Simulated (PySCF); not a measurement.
CF$_{4}$, singlet, geometry from GFN2-xTB of the parent state; PySCF with MP2/6-31G*.

PySCF was given this input:
```python
from pyscf import gto, scf, mp

mol = gto.M(
    atom='''
F     0.01244044   -1.03918526   -0.82138004
C    -0.00000000    0.00000000    0.00000000
F    -0.17290567    1.13627641   -0.65856320
F    -1.00801634   -0.07122209    0.85647908
F     1.16848156   -0.02586906    0.62346417
''',
    basis='6-31g*',
    verbose=4,
)

mf = scf.RHF(mol)
mf.kernel()

pt = mp.MP2(mf)
pt.kernel()
print('E(MP2) = %.10f' % pt.e_tot)
```

The log (banner, timings and long lists left out):

```
PySCF version 2.14.0

[INPUT] verbose = 4
[INPUT] num. atoms = 5
[INPUT] num. electrons = 42
[INPUT] charge = 0
[INPUT] spin (= nelec alpha-beta = 2S) = 0
[INPUT] symmetry False subgroup None
[INPUT] Mole.unit = angstrom
[INPUT] Symbol           X                Y                Z      unit          X                Y                Z       unit  Magmom
[INPUT]  1 F      0.012440440000  -1.039185260000  -0.821380040000 AA    0.023509024469  -1.963775534085  -1.552183319784 Bohr   0.0
[INPUT]  2 C      0.000000000000   0.000000000000   0.000000000000 AA    0.000000000000   0.000000000000   0.000000000000 Bohr   0.0
[INPUT]  3 F     -0.172905670000   1.136276410000  -0.658563200000 AA   -0.326744361684   2.147251216704  -1.244504083717 Bohr   0.0
[INPUT]  4 F     -1.008016340000  -0.071222090000   0.856479080000 AA   -1.904874811686  -0.134590244119   1.618510892619 Bohr   0.0
[INPUT]  5 F      1.168481560000  -0.025869060000   0.623464170000 AA    2.208110130005  -0.048885438500   1.178176529779 Bohr   0.0

nuclear repulsion = 205.233093777948
number of shells = 30
number of NR pGTOs = 135
number of NR cGTOs = 70
basis = 6-31g*
ecp = {}

******** <class 'pyscf.scf.hf.RHF'> ********
method = RHF
initial guess = minao
damping factor = 0
level_shift factor = 0
DIIS = <class 'pyscf.scf.diis.CDIIS'>
diis_start_cycle = 1
diis_space = 8
diis_damp = 0
SCF conv_tol = 1e-09
SCF conv_tol_grad = None
SCF max_cycles = 50
direct_scf = True
direct_scf_tol = 1e-13
Set gradient conv threshold to 3.16228e-05
Initial guess from minao.
init E= -436.400853194186
  HOMO = -0.601257185060045  LUMO = 0.284745385414208  gap/eV = 24.10936
cycle= 1 E= -435.43213873224  delta_E= 0.969  |g|= 1.03  |ddm|= 2.13
  HOMO = -0.663218305556804  LUMO = 0.264294107525194  gap/eV = 25.23890
cycle= 2 E= -435.576023355036  delta_E= -0.144  |g|= 0.61  |ddm|= 0.875
  HOMO = -0.681728876307794  LUMO = 0.385114836396108  gap/eV = 29.03030
cycle= 3 E= -435.635333932902  delta_E= -0.0593  |g|= 0.0554  |ddm|= 0.32
  HOMO = -0.669411509163705  LUMO = 0.403083573660457  gap/eV = 29.18408
cycle= 4 E= -435.636193676894  delta_E= -0.00086  |g|= 0.0156  |ddm|= 0.0519
  HOMO = -0.673527284355733  LUMO = 0.400166445295529  gap/eV = 29.21669
cycle= 5 E= -435.636292781202  delta_E= -9.91e-05  |g|= 0.00282  |ddm|= 0.0206
  HOMO = -0.673563467591102  LUMO = 0.400298510090052  gap/eV = 29.22127
cycle= 6 E= -435.636296685972  delta_E= -3.9e-06  |g|= 0.000331  |ddm|= 0.00411
  HOMO = -0.673563049230813  LUMO = 0.400399449823649  gap/eV = 29.22401
cycle= 7 E= -435.63629673231  delta_E= -4.63e-08  |g|= 4.81e-05  |ddm|= 0.000504
  HOMO = -0.673560199307396  LUMO = 0.400404365871211  gap/eV = 29.22406
cycle= 8 E= -435.636296733102  delta_E= -7.91e-10  |g|= 5.54e-06  |ddm|= 6.59e-05
  HOMO = -0.673560039120879  LUMO = 0.400403062121239  gap/eV = 29.22402
Extra cycle  E= -435.636296733113  delta_E= -1.14e-11  |g|= 1.82e-06  |ddm|= 6.15e-06
converged SCF energy = -435.636296733113

******** <class 'pyscf.mp.mp2.RMP2'> ********
nocc = 21, nmo = 70
E(RMP2) = -436.443884884329  E_corr = -0.807588151216028
E(SCS-RMP2) = -436.405948551478  E_corr = -0.769651818365213
E_corr(same-spin) = -0.230139188185409
E_corr(oppo-spin) = -0.577448963030619
E(MP2) = -436.4438848843
```
